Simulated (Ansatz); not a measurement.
```yaml
crystal:
  periodic: [false, false, false]
  atoms:
    - {symbol: C, position_ang: [-0.604160, -0.047907, 0.004217]}
    - {symbol: C, position_ang: [0.682613, 0.000163, -0.004442]}
    - {symbol: H, position_ang: [-1.255066, 0.831695, 0.003188]}
    - {symbol: H, position_ang: [-1.145078, -0.984808, 0.013343]}
    - {symbol: H, position_ang: [1.465289, 0.722028, -0.013854]}
basis:
  gaussian: {orbitals: def2-TZVP}
magnetization: {spin_polarized: true, initial_magnetization: 1}
hamiltonian: {xc: pbe0}
relax: {f_tol: 0.004, max_steps: 80}
```

```sh
$ ansatz run in.yaml --threads 1 --pin off --events-out ev --progress --plain --max-ram 2176MiB
```

Steps of the relaxation (energy above the last step; positions in Å, forces in eV/Å):

```
5
step 1, 15.6 meV
C    -0.604   -0.048    0.004   -0.944    0.042    0.006
C     0.683    0.000   -0.004    0.411   -0.242   -0.001
H    -1.255    0.832    0.003    0.178    0.103   -0.002
H    -1.145   -0.985    0.013   -0.053   -0.275    0.002
H     1.465    0.722   -0.014    0.409    0.373   -0.005
```

```
5
step 2, 3.0 meV
C    -0.612   -0.051    0.004   -0.340   -0.026    0.002
C     0.684    0.000   -0.004    0.097   -0.066    0.000
H    -1.250    0.837    0.003    0.124    0.050   -0.001
H    -1.152   -0.995    0.013    0.031   -0.070    0.000
H     1.474    0.730   -0.014    0.087    0.112   -0.001
```

```
5
step 3, 0.5 meV
C    -0.617   -0.055    0.004   -0.043   -0.037    0.001
C     0.683   -0.002   -0.004    0.021    0.003    0.000
H    -1.239    0.844    0.003    0.038    0.015    0.000
H    -1.154   -1.002    0.014    0.024    0.021    0.000
H     1.471    0.736   -0.014   -0.040   -0.001    0.000
```

```
5
step 4, 0.0 meV
C    -0.616   -0.059    0.004    0.002    0.008    0.000
C     0.684   -0.007   -0.004   -0.018   -0.010    0.000
H    -1.228    0.846    0.003    0.006    0.000    0.000
H    -1.158   -1.002    0.014    0.005   -0.005    0.000
H     1.462    0.742   -0.014    0.005    0.007    0.000
```

```
5
step 5, 0.0 meV
C    -0.617   -0.059    0.004   -0.005   -0.003    0.000
C     0.684   -0.007   -0.004    0.005    0.005    0.000
H    -1.228    0.847    0.003    0.001   -0.001    0.000
H    -1.157   -1.002    0.014    0.000    0.002    0.000
H     1.461    0.742   -0.014   -0.001   -0.003    0.000
```

```
5
step 6, 0.0 meV
C    -0.617   -0.059    0.004    0.000    0.000    0.000
C     0.684   -0.007   -0.004    0.000    0.000    0.000
H    -1.228    0.847    0.003    0.000    0.000    0.000
H    -1.157   -1.002    0.014    0.000    0.000    0.000
H     1.461    0.742   -0.014    0.000    0.000    0.000
```

Close pairs at the end: C2–H5 1.080 Å, C1–H4 1.087 Å, C1–H3 1.093 Å, C1–C2 1.301 Å.

A stationary point of unrestricted PBE0 after 6 steps, with ⟨S²⟩ = 0.764 against 0.75 for a pure state; no frequencies were run, so it isn't proven a minimum. 16 s on 1 thread of AMD EPYC 7R43, shared host.
